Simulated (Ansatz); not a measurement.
InSe (R3m, No. 160), treated with r²SCAN0 (plane waves, PAW; Ansatz, a quantum-chemistry and plane-wave program).

Settings: plane-wave cutoff 520 eV, 8×8×8 k mesh, Fermi–Dirac smearing 0.01 eV, scalar-relativistic PAW data made under PBE.

Cell (relaxed with PBEsol):

```xyz
4
Lattice="2.0043 1.1572 8.4232 -2.0043 1.1572 8.4232 0.0000 -2.3144 8.4232" Properties=species:S:1:pos:R:3 pbc="T T T"
In     0.0000     0.0000     2.8059
In     0.0000     0.0000     0.0291
Se     0.0000     0.0000    15.5981
Se     0.0000     0.0000    20.9294
```

### Question
Give the computed band gap and direct gap at Γ.

### Answer

* **band gap**: 2.05 eV (on the SCF k mesh)
* **direct gap at Γ**: 4.71 eV

Note: the cell comes from a level without a dispersion term, which matters for the spacing of layers, chains or molecules; cell and atoms aren't relaxed at this level (largest force component 0.29 eV/Å); the cell has widely spaced layers and the level no dispersion term, so their spacing and the moduli can rest on weak binding.

Spin–orbit coupling is not included.

The computed numbers hold no vibrational or temperature effects.
